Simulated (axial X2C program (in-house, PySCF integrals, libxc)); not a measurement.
# Outer orbitals of SiS⁻ at 2.037 Å, PBEsol

All values were computed with an axial X2C code built on PySCF integrals. Spin-free means the one-electron spin-free X2C Hamiltonian; two-component (2c) means X2C with spin–orbit coupling and atomic mean-field two-electron Coulomb and Gaunt terms, so the difference of the two also holds small scalar two-electron terms. Basis: S dyall-av3z [9s8p3d2f], Si dyall-av3z [9s8p3d2f] (cores contracted in-house); Gaussian nuclei, density fitting, unrestricted open shells. Masses: S 31.972 u, Si 27.977 u.

The distance is close to the 2c PBE0 minimum; the highest filled and lowest empty levels are listed.

Spin-free orbitals, state M_S = 1/2, Λ = 1 (beyond evenly filled blocks: π+α) (Löwdin shares):

```tsv
symmetry	occupied	ε (eV)	atomic character
σα	yes	-11.67	63% S s, 12% Si s, 12% Si p
σβ	yes	-11.56	63% S s, 12% Si p, 11% Si s
σα	yes	-5.32	44% Si s, 36% S p, 10% S s
σβ	yes	-4.92	41% Si s, 40% S p, 10% S s
π+α	yes	-1.47	66% S p, 24% Si p, 5% Si d
π-α	yes	-1.47	66% S p, 24% Si p, 5% Si d
σα	yes	-1.41	37% S p, 36% Si p, 18% Si s
π-β	yes	-1.27	69% S p, 20% Si p, 6% Si d
π+β	yes	-1.27	69% S p, 20% Si p, 6% Si d
σβ	yes	-1.14	36% Si p, 34% S p, 21% Si s
π+α	yes	1.80	57% Si p, 15% S p, 13% Si d
π-α	no	1.80	57% Si p, 15% S p, 13% Si d
π-β	no	2.40	62% Si p, 12% S p, 11% Si d
π+β	no	2.40	62% Si p, 12% S p, 11% Si d
σα	no	2.82	84% Si p, 10% Si s, 2% S p
```

The highest filled level is positive, so this functional does not bind it, and the empty levels of an anion are set by the basis. A filled and an empty partner (Λ and −Λ, same spin) share one energy because the functional has no current term.

Spinors with spin–orbit coupling (state Ω = 1/2):

```
   ω  occupied  ε (eV)             atomic character    λ mixture
-1/2       yes  -11.67  63% S s, 12% Si s, 12% Si p       100% σ
 1/2       yes  -11.56  63% S s, 12% Si p, 11% Si s       100% σ
-1/2       yes   -5.31   44% Si s, 36% S p, 10% S s       100% σ
 1/2       yes   -4.92   41% Si s, 40% S p, 10% S s       100% σ
 1/2       yes   -1.49   66% S p, 24% Si p, 5% Si d       100% π
-3/2       yes   -1.45   66% S p, 24% Si p, 5% Si d       100% π
-1/2       yes   -1.41  38% S p, 36% Si p, 18% Si s  98% σ, 2% π
-1/2       yes   -1.28   69% S p, 20% Si p, 6% Si d  98% π, 2% σ
 3/2       yes   -1.24   69% S p, 20% Si p, 6% Si d       100% π
 1/2       yes   -1.13  36% Si p, 34% S p, 21% Si s       100% σ
 1/2       yes    1.80  57% Si p, 15% S p, 13% Si d       100% π
-3/2        no    1.82  57% Si p, 15% S p, 13% Si d       100% π
-1/2        no    2.40  62% Si p, 12% S p, 11% Si d       100% π
 3/2        no    2.42  62% Si p, 12% S p, 12% Si d       100% π
-1/2        no    2.83   84% Si p, 10% Si s, 2% S p       100% σ
```

The highest filled level is positive, so this functional does not bind it, and the empty levels of an anion are set by the basis.

Mulliken charges and populations of the two-component result (they depend on the basis, above all on diffuse functions):

S -0.39 e (s 5.87 p 10.46 d 0.06), Si -0.61 e (s 5.94 p 8.48 d 0.17 f 0.02). ⟨Lz⟩ = 1.00 ħ and ⟨Sz⟩ = -0.50 ħ (-0.02 and -0.48 on the two atoms), which add up to Ω.

The state is a single determinant with fixed occupations, the lowest that a limited PBE0 search found. Density functionals use the spin component along the axis (collinear). The highest occupied level is positive at some bond lengths even in Hartree–Fock (under at least one Hamiltonian), so the basis set holds the extra electron there; where that holds at Re the anion is at best weakly bound and its constants depend on the basis. Without a current term, density functionals place determinants with orbital angular momentum somewhat too high.
